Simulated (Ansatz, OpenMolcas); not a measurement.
C3H5N (isocyanoethane): methods side by side

C3H5N: 9 atoms, total charge 0, spin state singlet. SMILES: `[C-]#[N+]CC`. The coordinates come from a PBE0-D4/def2-TZVP relaxation.

Each level gives the atomisation enthalpy at 298 K (kJ/mol). The values are calculated. The thermal term (zero-point and 298 K enthalpy, harmonic and unscaled) is that of PBE0-D4/def2-TZVP; the spin-orbit lowering of the free atoms at 298 K, 0.0 kJ/mol by their spectra, is taken off.

Measured value to compare with: CRC Handbook of Chemistry and Physics gives the atomisation enthalpy at 298 K of the gas as 3571 kJ/mol.

```csv
level,kind,program,value (kJ/mol),computed − measured
HF/cc-pVDZ,Hartree–Fock,Ansatz,2468,-1103
SVWN5/cc-pVDZ,LDA,OpenMolcas,4043,+472
PBE/cc-pVDZ,GGA,OpenMolcas,3606,+35
r2SCAN/cc-pVDZ,meta-GGA,OpenMolcas,3495,-76
B3LYP/cc-pVDZ,global hybrid,Ansatz,3493,-78
BHLYP/cc-pVDZ,global hybrid,OpenMolcas,3373,-198
CAM-B3LYP/cc-pVDZ,range-separated hybrid,Ansatz,3513,-58
PBE-QIDH/cc-pVDZ,double hybrid,Ansatz,3438,-133
MP2/cc-pVDZ,perturbation theory,Ansatz,3328,-243
CCSD(T)/cc-pVDZ,coupled cluster or CI,OpenMolcas,3269,-302
```

Nearest: PBE/cc-pVDZ (+35 kJ/mol); farthest: HF/cc-pVDZ (-1103 kJ/mol). Computed less measured by kind, in kJ/mol (cc-pVDZ rows): Hartree–Fock -1103; LDA +472; GGA +35; meta-GGA -76; global hybrid -198 to -78; range-separated hybrid -58; double hybrid -133; perturbation theory -243; coupled cluster or CI -302. In a finite basis correlated wave-function methods underbind, so their errors here aren't those of the basis-set limit.
